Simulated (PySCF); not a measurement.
Compound: 2-methyl-3-oxopropanenitrile, C4H5NO.
Cartesian coordinates in Å at the GFN2-xTB level; atoms count from 1:
```xyz
11
C4H5NO angstrom
C     -0.8357   -0.9147   -0.2460
C     -0.1068    0.2922    0.3578
C     -0.3141    1.4598   -0.4695
N     -0.4790    2.3718   -1.1370
C      1.3899    0.0370    0.4217
O      2.0589    0.1693    1.4014
H     -0.4673   -1.1206   -1.2488
H     -1.9032   -0.7162   -0.3036
H     -0.6762   -1.7924    0.3756
H     -0.4773    0.5104    1.3661
H      1.8162   -0.2939   -0.5436
```

A calculation gives these core lines: C 1s: 291.87 (area 1), 292.55 (area 1), 292.80 (area 1), 294.43 (area 1) eV; N 1s: 405.37 eV; O 1s: 539.03 eV.

The calculation used delta-SCF UKS SCAN, pcX-2 on the ionised atom, pcseg-1 elsewhere, spin-free X2C (PySCF). Geometry: GFN2-xTB, one conformer, isolated molecule.

Question: Assign the C 1s lines to atoms.

Answer: 291.87 eV: C1 (methyl carbon); 292.55 eV: C3 (nitrile carbon); 292.80 eV: C2 (sp3 carbon next to a carbonyl); 294.43 eV: C5 (aldehyde carbon). Lowest listed C 1s: C1, bonded to C and 3 H. Highest, 2.56 eV above it: C5, bonded to O (double bond), C and H. The widest gap between neighbouring values is 1.63 eV, between 292.80 and 294.43 eV. Summing the Pauling electronegativity differences to the bonded atoms, each weighted by its formal bond order, gives -1.05 for the lowest site and +1.43 for the highest; the largest sum, +1.47, belongs to C3, 1.88 eV below the top.

Bonded neighbours of each site: C1: C and 3 H; C2: 3 C and H; C3: N (triple bond) and C; N4: C (triple bond); C5: O (double bond), C and H; O6: C (double bond).

Question: Give the binding energy of O 1s of O6 in hartree and in kJ/mol.

Answer: 539.03 eV = 19.8090 Eh = 52008 kJ/mol.

The unrestricted hole states depart most from a pure doublet (⟨S²⟩ = 0.75; over 0.85 named) for C 1s of C5 (0.86), which makes this value less certain.

The run took 36 s of wall time on Intel Xeon Platinum 8375C at 2.90 GHz, one thread, no GPU, shared host with 128 logical CPUs at a one-minute load of 56, and the process peaked at 0.53 GiB of memory.
